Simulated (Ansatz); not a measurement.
# B2H, quartet: the ladder up to full CI

Geometry: a point of a bend scan, not a stationary point.

```csv
atom,x (Å),y (Å),z (Å)
B,-0.2426,0.0000,0.6403
B,0.2310,0.0000,-0.8044
H,0.1244,0.0000,1.7600
```

Basis 6-31G; Ansatz 0.2.0. Only valence electrons are correlated (noble-gas cores frozen), which leaves 7 electrons in 18 orbitals. Prefix R: restricted or restricted open-shell reference; prefix U: unrestricted. Active spaces: valence = (7e, 9o) chosen from the atoms' valence shells; pair = (5e, 5o) about the gap.

Full CI is exact within this basis and frozen core; it isn't the basis-set limit. The frozen core follows each run's orbitals, which can shift R against U totals by a few meV.

For open shells CISD is restricted-active-space CI with the open shells as a complete middle space.

The UHF ⟨S²⟩ is 3.761, the T1 diagnostic (RCCSD) is 0.0258 and the largest doubles amplitude (RCCSD) is 0.096. The T1 diagnostic (UCCSD) is 0.0215.

```
                   level  E − E(full CI) (mEh)  share of correlation (%)  wall time
                     RHF                 91.57                      0.00          –
                     UHF                 89.02                      2.78          –
                    RMP2                 24.50                     73.24          –
                    UMP2                 24.21                     73.56          –
                    CISD                  5.37                     94.14     0.42 s
                   RCCSD                  3.02                     96.70          –
                   UCCSD                  2.95                     96.78          –
                RCCSD(T)                  0.92                     98.99     0.51 s
                UCCSD(T)                  0.89                     99.03     0.48 s
                 BCCD(T)                  0.94                     98.97     0.48 s
                  RCCSDT                  0.22                     99.76          –
                  UCCSDT                  0.20                     99.79          –
               RCCSDT(Q)                  0.05                     99.94      1.8 s
               UCCSDT(Q)                  0.04                     99.96      1.7 s
                 RCCSDTQ                  0.01                     99.99       12 s
                 UCCSDTQ                 -0.01                    100.01       12 s
     CASSCF (pair space)                 76.02                     16.98          –
     MRCISD (pair space)                  4.87                     94.68          –
   MRCISD+Q (pair space)                  0.44                     99.52     0.67 s
  CASSCF (valence space)                 25.99                     71.62          –
  NEVPT2 (valence space)                  7.73                     91.56      1.6 s
  MRCISD (valence space)                  0.60                     99.34          –
MRCISD+Q (valence space)                  0.18                     99.81      2.9 s
```

The correlation energy at full CI, counted from RHF, is -2.492 eV. That run took 4.2 s on 1 thread of Arm Neoverse V1, shared host over 658,896 determinants.

Times hold each run's SCF and search for its determinant on a shared host, so for small cases they say little of a method's own cost; they ran on 1 thread of Arm Neoverse V1.

The full-CI state has the irrep A'' of Cs, in the program's axes.

Natural occupations of full CI about the gap: 1.964 1.954 0.994 0.978 0.978 0.041 0.032 0.021 0.014 0.006; effectively unpaired electrons, Σ n²(2−n)², 3.02.
